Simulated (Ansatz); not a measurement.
Worked example: vertical energy of the triplet above the singlet of C2H6 (ethane)

C2H6 has 8 atoms, charge 0, and is taken as a singlet. As SMILES, `CC`. The coordinates come from a PBE0-D4/def2-TZVP relaxation.

Both states at this one shape; open shells run unrestricted unless said. 1 Eh = 27.2114 eV.

| level | program | singlet C2H6 (Eh) | triplet C2H6 (Eh) |
| --- | --- | --- | --- |
| HF/def2-SVPD | Ansatz | -79.176978 | -78.824328 |
| CAM-B3LYP/def2-SVPD | Ansatz | -79.717412 | -79.375987 |
| PBE-QIDH/def2-SVPD, 2 core orbitals frozen | Ansatz | -79.639947 | -79.286475 |

Q: Work out the vertical gap, second state less first, at each level.

A: 
1. HF/def2-SVPD: -78.824328 − (-79.176978) = 0.352650 Eh = 9.60 eV.
2. CAM-B3LYP/def2-SVPD: -79.375987 − (-79.717412) = 0.341425 Eh = 9.29 eV.
3. PBE-QIDH/def2-SVPD: -79.286475 − (-79.639947) = 0.353472 Eh = 9.62 eV.

No measured value is set beside it here; the levels span 9.29 to 9.62 eV.
